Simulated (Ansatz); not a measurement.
# Smallest direct gap on the k points sampled of zinc-blende ZnS at several levels of theory

No measured value is used here.

```csv
level (code),value (eV)
LDA (Ansatz),?
PBE (Ansatz),2.10
r²SCAN (Ansatz),2.65
B3LYP (VWN-RPA form) (Ansatz),3.58
Hartree–Fock (Ansatz),10.20
```

Question: What belongs in the gaps?

Answer: 
- LDA (Ansatz, an electronic-structure program), value (eV): 1.85

Computed values are for a static lattice.  Values are at the measured cell. Cutoffs and k meshes differ between the levels. Ansatz's density-functional and Hartree–Fock values are scalar-relativistic unless marked +SOC, with PAW data made under PBE.
